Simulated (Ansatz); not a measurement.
# CH4F: the cost of one run

Computed with Ansatz 0.2.0. Level: UKS PBE0-D4/def2-TZVP.

### 1 Reference run: CH₄F radical, relaxed

File input.yaml:

```yaml
crystal:
  periodic: [false, false, false]
  atoms:
    - { symbol: H, position_ang: [0.466431, -0.022537, -0.690628] }
    - { symbol: F, position_ang: [1.130279, -0.077081, -1.688159] }
    - { symbol: C, position_ang: [-0.310286, 0.020069, 0.462708] }
    - { symbol: H, position_ang: [0.357321, -0.474208, 1.186656] }
    - { symbol: H, position_ang: [-0.447938, 1.106378, 0.585945] }
    - { symbol: H, position_ang: [-1.195807, -0.552621, 0.143478] }
magnetization:
  spin_polarized: true
  initial_magnetization: 1
basis:
  gaussian: { orbitals: def2-TZVP }
hamiltonian:
  xc: pbe0
  dispersion: d4
output:
  forces: true
relax:
  f_tol: 0.02
  max_steps: 120
  constraints: [{ distance: [0, 2] }, { distance: [0, 1] }]
  escape_saddle: false
```

Started as:

```sh
$ ansatz run input.yaml --threads 1 --pin off --max-ram 2560MiB --backend cpu --events-out ev --progress --plain --runs-dir out
```

What time and memory should one allow on 1 thread of Arm Neoverse V2, shared host?

About 6.3 s, with a peak of 0.13 GiB.
